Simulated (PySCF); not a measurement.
Difluoroacetylene, C₂F₂.
Cartesian coordinates in Å at the PBE0-D3(BJ)/def2-SVP level; atoms count from 1:
```xyz
4
C2F2 angstrom
F     -1.417   -1.173    0.152
C     -0.452   -0.374   -0.100
C      0.452    0.374   -0.336
F      1.417    1.173   -0.588
```

Level of theory: TDDFT PBE0/def2-SVPD, vertical, gas phase, core orbitals frozen in the response in PySCF.

Frontier orbitals with the atoms that hold most of them (Löwdin shares over 4%, at most four atoms):

```json
{"orbital": "LUMO+2", "ε (eV)": "2.26", "atoms": "C3 35%, C2 35%, F1 15%, F4 15%"}
{"orbital": "LUMO+1", "ε (eV)": "0.46", "atoms": "C2 28%, C3 28%, F1 22%, F4 22%"}
{"orbital": "LUMO", "ε (eV)": "0.27", "atoms": "C3 42%, C2 42%, F4 8%, F1 8%"}
{"orbital": "HOMO", "ε (eV)": "-8.30", "atoms": "C3 37%, C2 37%, F1 13%, F4 13%"}
{"orbital": "HOMO-1", "ε (eV)": "-8.30", "atoms": "C3 37%, C2 37%, F1 13%, F4 13%"}
{"orbital": "HOMO-2", "ε (eV)": "-14.63", "atoms": "F4 44%, F1 44%, C3 6%, C2 6%"}
{"orbital": "HOMO-3", "ε (eV)": "-14.63", "atoms": "F4 44%, F1 44%, C3 6%, C2 6%"}
```

Within 0.005 eV of a neighbour in this list lie HOMO-3/HOMO-2 and HOMO-1/HOMO (point group found: D∞h).

Problem. How does S1 compare with the orbital gap of 8.58 eV?

Solution. S1 is at 7.07 eV (f = 0.050), 1.51 eV below the gap, made of HOMO-1/HOMO→LUMO (98%). S1/S2 lie within about 0.01 eV of each other. 

Next come S2 at 7.07 eV (f 0.050), HOMO-1/HOMO→LUMO (98%); S3 at 7.20 eV (f 0.0000), HOMO-1/HOMO→LUMO+1 (98%); S4 at 7.20 eV (f 0.0000), HOMO-1/HOMO→LUMO+1 (98%); S5 at 7.93 eV (f 0.0000), HOMO-1/HOMO→LUMO+2 (≥42%), HOMO-1/HOMO→LUMO+3 (≥42%).

Orbitals of the list HOMO-3 to LUMO+2 that lie within 0.01 eV of each other are written together with a slash and their weights summed (≥ marks a lower bound); for degenerate orbitals outside that list single weights are arbitrary.

Löwdin shares depend on the basis, the more so with diffuse functions.
